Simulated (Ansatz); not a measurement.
Basis-set extrapolation for `O=C1CC1` (PBE0-D4/def2-TZVP geometry, frozen core, Ansatz 0.2.0). Multiplicity 1, RHF reference.

|  | def2-TZVPP | def2-QZVPP |
| --- | --- | --- |
| HF | -190.802768 | -190.811229 |
| MP2 correlation | -0.713003 | -0.761939 |
| CCSD(T) correlation | -0.765911 | not run |

Energies in hartree. Use E(X) = E(∞) + A·exp(−7.88·√X) for Hartree–Fock and E(X) = E(∞) + B·X^(−2.97) for correlation, with X = 3 and 4, and add CCSD(T) minus MP2 of the smaller set to the MP2 limit.

Problem. What is the CCSD(T) energy at the basis-set limit?

Solution. HF limit: -190.811229 + (-0.008461) × 0.13774 = -190.81239. MP2 limit: -0.761939 + (-0.048936) × 0.74074 = -0.79819. Higher-order term: -0.765911 − (-0.713003) = -0.05291. Total: -191.66349 hartree, 2.58 eV below CCSD(T)/def2-TZVPP.
